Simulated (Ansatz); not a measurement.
# Scan of BH$_{3}$, triplet

Starting geometry (PBE0/def2-TZVP stationary point for this spin, not checked as a minimum):

```xyz
4

B    -0.1149    0.0000    0.0891
H     0.3114    0.5391   -0.9919
H     0.6095    0.0000    1.0286
H     0.3113   -0.5391   -0.9919
```

From there H4 moves along the line of the two atoms named below, all else staying in place; atoms are numbered as listed. Energies are in kcal/mol, counted from the starting geometry at the same level. Kohn–Sham curves are unrestricted where that lies lower.

Basis cc-pVDZ; Ansatz 0.2.0. Correlated methods freeze the noble-gas cores.

In so small a basis the reference is far from its limit while semilocal and hybrid functionals are nearer theirs (RPA and double hybrids share much of the reference's basis error), so the functionals' errors here hold much of the reference's basis and frozen-core error, which can add to them or hide them.

Full CI is exact within this basis and frozen core; it isn't the basis-set limit.

```json
{"distance B1-H4 (Å)": "1.039", "full CI": "19.0", "PBE": "19.2", "r2SCAN": "18.5", "B97M-V": "18.7", "PBE0": "18.5", "B3LYP": "18.3", "wB97M-V": "18.2", "B2PLYP": "18.2", "RPA-PBE": "20.0"}
{"distance B1-H4 (Å)": "1.180", "full CI": "3.1", "PBE": "3.3", "r2SCAN": "2.9", "B97M-V": "3.0", "PBE0": "2.9", "B3LYP": "3.0", "wB97M-V": "2.9", "B2PLYP": "2.8", "RPA-PBE": "3.5"}
{"distance B1-H4 (Å)": "1.281", "full CI": "0.0", "PBE": "0.0", "r2SCAN": "0.0", "B97M-V": "0.0", "PBE0": "0.0", "B3LYP": "0.0", "wB97M-V": "0.0", "B2PLYP": "0.0", "RPA-PBE": "0.0"}
{"distance B1-H4 (Å)": "1.375", "full CI": "0.7", "PBE": "0.5", "r2SCAN": "0.8", "B97M-V": "0.8", "PBE0": "0.9", "B3LYP": "0.6", "wB97M-V": "0.8", "B2PLYP": "0.8", "RPA-PBE": "0.3"}
{"distance B1-H4 (Å)": "1.567", "full CI": "7.4", "PBE": "6.6", "r2SCAN": "7.5", "B97M-V": "7.7", "PBE0": "7.8", "B3LYP": "6.6", "wB97M-V": "7.8", "B2PLYP": "7.4", "RPA-PBE": "6.2"}
{"distance B1-H4 (Å)": "1.808", "full CI": "16.9", "PBE": "16.5", "r2SCAN": "17.3", "B97M-V": "17.7", "PBE0": "18.1", "B3LYP": "15.5", "wB97M-V": "18.4", "B2PLYP": "16.5", "RPA-PBE": "15.4"}
{"distance B1-H4 (Å)": "2.016", "full CI": "21.6", "PBE": "22.9", "r2SCAN": "23.1", "B97M-V": "23.3", "PBE0": "24.0", "B3LYP": "20.5", "wB97M-V": "24.5", "B2PLYP": "21.1", "RPA-PBE": "20.7"}
{"distance B1-H4 (Å)": "2.421", "full CI": "23.0", "PBE": "28.2", "r2SCAN": "28.3", "B97M-V": "28.2", "PBE0": "27.8", "B3LYP": "24.0", "wB97M-V": "27.8", "B2PLYP": "23.1", "RPA-PBE": "22.4"}
{"distance B1-H4 (Å)": "2.831", "full CI": "21.9", "PBE": "29.1", "r2SCAN": "29.7", "B97M-V": "28.6", "PBE0": "27.9", "B3LYP": "24.4", "wB97M-V": "27.5", "B2PLYP": "22.6", "RPA-PBE": "20.6"}
{"distance B1-H4 (Å)": "3.445", "full CI": "21.1", "PBE": "29.0", "r2SCAN": "30.2", "B97M-V": "28.2", "PBE0": "27.6", "B3LYP": "24.3", "wB97M-V": "26.7", "B2PLYP": "22.2", "RPA-PBE": "19.2"}
{"distance B1-H4 (Å)": "4.390", "full CI": "20.9", "PBE": "29.1", "r2SCAN": "30.5", "B97M-V": "28.2", "PBE0": "27.6", "B3LYP": "24.3", "wB97M-V": "26.4", "B2PLYP": "22.1", "RPA-PBE": "18.9"}
```

r2SCAN at 4.390 Å lies 9.6 kcal/mol (46 %) above the reference in this basis. PBE at 4.390 Å lies 8.2 kcal/mol (39 %) above the reference in this basis. wB97M-V at 4.390 Å lies 5.5 kcal/mol (26 %) above the reference in this basis. B97M-V at 4.390 Å lies 7.3 kcal/mol (35 %) above the reference in this basis.
